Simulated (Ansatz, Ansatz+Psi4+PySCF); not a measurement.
```yaml
atoms:
  - { symbol: Si, position_ang: [0.0000, 0.0000, 1.1927] }
  - { symbol: Si, position_ang: [0.0000, 0.0000, -1.1927] }
  - { symbol: H, position_ang: [0.0000, 1.3933, 1.7110] }
  - { symbol: H, position_ang: [-1.2066, -0.6966, 1.7110] }
  - { symbol: H, position_ang: [1.2066, -0.6966, 1.7110] }
  - { symbol: H, position_ang: [0.0000, -1.3933, -1.7110] }
  - { symbol: H, position_ang: [-1.2066, 0.6966, -1.7110] }
  - { symbol: H, position_ang: [1.2066, 0.6966, -1.7110] }
```

Basis set: cc-pVTZ on H; cc-pV(T+d)Z on Si (spherical functions). Correlated methods keep 10 orbitals frozen. Charge 0, multiplicity 1.

Computed with Ansatz (development build ahead of 0.2.0); each method stands on the lowest determinant of its kind that the runs found. Restricted open shells among the atoms or ions are ROHF, correlated in semicanonical orbitals with singles.

The atomization energy at this shape (free ground-state atoms in the same class of orbitals less the molecule, no zero-point energy) of singlet Si2H6:

```json
{"method": "RHF", "atomization energy": "18.31 eV"}
```

Problem. What does RHF-MP2 give?

Solution. 22.19 eV.
